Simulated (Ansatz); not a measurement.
Working through the energy of protonation at one site of FHOSi, SMILES O[Si]F

Program: Ansatz 0.2.0, Python API.

Run as a notebook:

**Cell 1**
```python
import warnings

import ansatz as az
import numpy as np
```

**Cell 2**
```python
BASIS_SET = "def2-SVP"
XC = "pbe0"
CHARGE = 1
FORCE_TOL = 0.01

warnings.simplefilter("ignore", az.DeckWarning)

molecule = (
    az.Crystal.molecule()
    .atom("O", [-0.5879, 0.7498, -0.1712])
    .atom("Si", [0.293, 0.048, 0.9696])
    .atom("F", [0.9097, -1.2247, 0.2346])
    .atom("H", [-0.5593, 0.3666, -1.0533])
)

setup = (
    molecule.calculation()
    .basis(gaussian=BASIS_SET)
    .functional(XC)
)
symbols = [site.symbol for site in molecule.cartesian_sites]
start = np.array([site.position_ang for site in molecule.cartesian_sites], dtype=float)
report = setup.relax(force_tolerance=0.01).run().report
end = np.array(report["positions_ang"])
```

**Cell 3**
```python
# put the proton on the side away from the neighbours, slightly off axis
away = sum((end[0] - end[j]) / np.linalg.norm(end[0] - end[j]) for j in [1, 3]) + np.array([0.15, 0.1, -0.2])
proton = end[0] + 1.0 * away / np.linalg.norm(away)
acid = az.Crystal.molecule()
for symbol, place in zip(symbols, end):
    acid = acid.atom(symbol, place.tolist())
acid = acid.atom("H", proton.tolist())
protonated = acid.calculation()
protonated = protonated.basis(gaussian=BASIS_SET)
protonated = protonated.functional(XC)
protonated = protonated.charge(CHARGE)
protonated = protonated.relax(force_tolerance=FORCE_TOL, max_steps=80)
after = protonated.run().report
xyz = np.array(after["positions_ang"])
reach = np.linalg.norm(xyz[:-1] - xyz[-1], axis=1)
print(f"base {report['free_energy_ev']:.5f} eV, protonated {after['free_energy_ev']:.5f} eV")
print(f"the proton ends {reach.min():.3f} A from {symbols[reach.argmin()]}{reach.argmin()}")
print(f"electronic proton affinity {96.485332 * (report['free_energy_ev'] - after['free_energy_ev']):.1f} kJ/mol")
```
Output:
```text
base -12645.16621 eV, protonated -12653.18620 eV
the proton ends 0.975 A from O0
electronic proton affinity 773.8 kJ/mol
```

Caveats:
- Total energies depend on the basis set; only differences at equal settings carry meaning.
- The proton is put on one chosen atom, which needn't be the most basic site, so the molecule's proton affinity can be higher; the ends are stationary points, not checked by frequencies, and zero-point and thermal terms count only where printed.
- Timing: 23 s on 1 thread of Arm Neoverse V1, on a shared host, peak memory 0.2 GiB.

(Lines on the test bed's own set-up are left out of the output.)
